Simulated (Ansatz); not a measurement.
Relaxation of Al$_{2}$H$_{6}$O (9 atoms, charge 0, multiplicity 1), to a largest force component of 0.03 eV/Å in at most 50 steps.

All numbers below come from Ansatz, RKS BLYP-D4/def2-SVP.

```xyz
9
Properties=species:S:1:pos:R:3
Al 0.223 0.491 -0.087
H -0.365 0.195 1.343
H 1.739 0.953 -0.239
H -0.768 0.441 -1.335
O 0.066 -2.358 0.715
Al -0.881 -3.706 0.167
H -0.113 -4.686 -0.814
H -2.384 -3.871 0.655
H -0.288 -1.669 1.336
```

Where does it end, and by what steps?

The forces met the threshold. After 23 steps the energy has fallen by 1.575 eV; H4 moved furthest, 1.70 Å. Joined: Al1–O5 (2.96 → 1.88 Å), Al1–Al6 (4.35 → 2.77 Å), H4–Al6 (4.41 → 1.76 Å).

| step | energy less start (eV) | largest force component (eV/Å) | accepted |
| --- | --- | --- | --- |
| 0 | 0.0000 | 0.792 | yes |
| 1 | -0.1209 | 0.896 | yes |
| 2 | -0.3005 | 1.163 | yes |
| 3 | -0.4433 | 0.773 | yes |
| 4 | -0.5151 | 0.675 | yes |
| 5 | -0.5757 | 0.258 | yes |
| 6 | -0.6363 | 0.169 | yes |
| 7 | -0.6816 | 0.271 | yes |
| 8 | -0.7141 | 0.173 | yes |
| 9 | -0.7294 | 0.203 | yes |
| 10 | -0.7500 | 0.192 | yes |
| 11 | -0.8080 | 0.311 | yes |
| 12 | -0.9355 | 0.412 | yes |
| 13 | -1.1559 | 0.507 | yes |
| 14 | -1.3709 | 0.677 | yes |
| 15 | -1.4866 | 0.345 | yes |
| 16 | -1.5347 | 0.242 | yes |
| 17 | -1.5615 | 0.249 | yes |
| 18 | -1.4948 | 2.317 | no |
| 19 | -1.5698 | 0.056 | yes |
| 20 | -1.5696 | 0.135 | no |
| 21 | -1.5721 | 0.066 | yes |
| 22 | -1.5736 | 0.052 | yes |
| 23 | -1.5749 | 0.006 | yes |

```xyz
9
Properties=species:S:1:pos:R:3
Al 0.109 -0.237 0.203
H -0.928 0.798 0.821
H 1.555 0.145 -0.328
H -0.701 -1.225 -1.010
O 0.082 -1.883 1.116
Al -0.839 -2.804 -0.243
H 0.087 -3.834 -1.021
H -2.356 -3.072 0.148
H 0.219 -2.097 2.054
```

Whether the end is a true minimum wasn't checked by a vibrational analysis.

Time of the run: 29 s on 1 thread of Intel(R) Xeon(R) 6975P-C (Granite Rapids) (shared host), peak memory 0.15 GiB.
